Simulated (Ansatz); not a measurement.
Basis sets compared for SiEtH3 (C₂H₈Si). Total charge 0; singlet. Geometry PBE0-D4/def2-TZVP. Ansatz on 2 threads of AMD EPYC 7R43 on a shared host; times are rough, and most runs start from earlier orbitals.

```
atom   x (Å)   y (Å)   z (Å)
  C1   0.176   0.548   0.420
  C2   1.022   0.503  -0.848
 Si3  -1.085  -0.838   0.526
  H4   0.815   0.496   1.309
  H5  -0.359   1.501   0.490
  H6   1.743   1.325  -0.880
  H7   1.586  -0.430  -0.920
  H8   0.402   0.577  -1.745
  H9  -0.403  -2.162   0.492
 H10  -2.023  -0.774  -0.629
 H11  -1.875  -0.745   1.785
```

Another isomer (singlet) lies 0.54 eV lower at PBE0-D4/def2-TZVP; other spin states weren't run for this one.

Binding counts from free atoms (C triplet, Si triplet, H doublet) in the same basis, without a counterpoise term.

```tsv
level	functions	energy (Eh)	HOMO (eV)	LUMO (eV)	binding per atom (eV)	wall time
PBE-D4/def2-SVP	86	-370.0880	-7.21	0.40	3.64	2.2 s
PBE0-D4/def2-SVP	86	-370.1424	-8.53	1.23	3.63	2.2 s
```

Task: Estimate the rows for PBE-D4/def2-TZVP (with forces), PBE0-D4/def2-TZVP.

Result: 
| level | functions | energy (Eh) | HOMO (eV) | LUMO (eV) | binding per atom (eV) | wall time |
| --- | --- | --- | --- | --- | --- | --- |
| PBE-D4/def2-TZVP (with forces) | 147 | -370.2795 | -7.24 | -0.09 | 3.63 | 4.4 s |
| PBE0-D4/def2-TZVP | 147 | -370.3296 | -8.52 | 0.71 | 3.61 | 5.5 s |
